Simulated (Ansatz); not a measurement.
in.yaml

```yaml
crystal:
  periodic: [false, false, false]
  atoms:
    - {symbol: O, position_ang: [-1.936228, 0.011831, 0.000000]}
    - {symbol: H, position_ang: [-2.185537, 0.938406, 0.000000]}
    - {symbol: H, position_ang: [-0.779228, 0.011831, 0.000000]}
    - {symbol: Si, position_ang: [1.153772, 0.011831, 0.000000]}
    - {symbol: H, position_ang: [1.550207, -1.467683, 0.000000]}
basis:
  gaussian: {orbitals: cc-pVDZ}
magnetization: {spin_polarized: true, initial_magnetization: 1}
hamiltonian: {xc: {name: r2SCAN}, pseudopotentials: {relativity: none}}
correlation: {method: ccsd_t, electrons: outside_noble_gas}
```

```sh
$ ansatz run in.yaml --threads 1 --pin off --events-out ev --progress --plain --max-ram 2393MiB
```

Log:

```
445 factors; integrals over basis functions are off by at most 1.6e-3 eV
mean field evaluation 1: about -9962.4805 eV, gradient 3.7e1 eV
mean field evaluation 2: about -9962.4778 eV, gradient 3.7e1 eV
mean field evaluation 4: about -9966.1921 eV, gradient 1.4e1 eV
mean field evaluation 8: about -9967.9354 eV, gradient 3.7e-1 eV
mean field evaluation 16: about -9967.9370 eV, gradient 2.8e-4 eV
mean field evaluation 32: about -9967.7781 eV, gradient 2.6e-5 eV
mean field evaluation 64: about -9967.9346 eV, gradient 8.8e-2 eV
mean field evaluation 96: about -9967.7580 eV, gradient 1.8e0 eV
mean field evaluation 128: about -9967.7781 eV, gradient 1.2e-4 eV
mean field -9967.93703036 eV, -366.3149293552 hartree, gradient 4.2e-6 eV, S^2 0.759098; 10 other end points of the search recorded, 0 dependent functions left out
6 core orbitals not correlated: weight in the atoms' cores, before any rotation towards them, 1.000 or more for the frozen orbitals, at most 0.000 for the correlated occupied ones
reference -9942.89489723 eV, -365.3946479370 hartree; 7, 6 occupied and 34, 35 virtual orbitals, 445 factors
second order -8.07395406 eV of doubles, -0.33199555 eV of singles
cycle   1  -8.46108752 eV  change   -6.0e-2 eV  update   1.1e-1
cycle   2  -8.72681535 eV  change   -2.7e-1 eV  update   7.2e-2
cycle   3  -8.90039153 eV  change   -1.7e-1 eV  update   2.0e-2
cycle   4  -8.92018689 eV  change   -2.0e-2 eV  update   1.2e-2
cycle   5  -8.92298534 eV  change   -2.8e-3 eV  update   5.4e-3
cycle   6  -8.92568469 eV  change   -2.7e-3 eV  update   2.9e-3
cycle   7  -8.92640790 eV  change   -7.2e-4 eV  update   1.3e-3
cycle   8  -8.92681859 eV  change   -4.1e-4 eV  update   5.4e-4
cycle   9  -8.92715492 eV  change   -3.4e-4 eV  update   2.1e-4
cycle  10  -8.92719825 eV  change   -4.3e-5 eV  update   8.7e-5
cycle  11  -8.92716530 eV  change    3.3e-5 eV  update   5.0e-5
cycle  12  -8.92717825 eV  change   -1.3e-5 eV  update   2.4e-5
cycle  13  -8.92717367 eV  change    4.6e-6 eV  update   1.2e-5
perturbative correction -0.21071411 eV, -0.0077436008 hartree
Total energy: -9952.03278501 eV, -365.7304591189 hartree
```

Ran on 1 thread of Intel Xeon 6975P-C, shared host: 8.5 s wall, 0.13 GiB peak host memory.
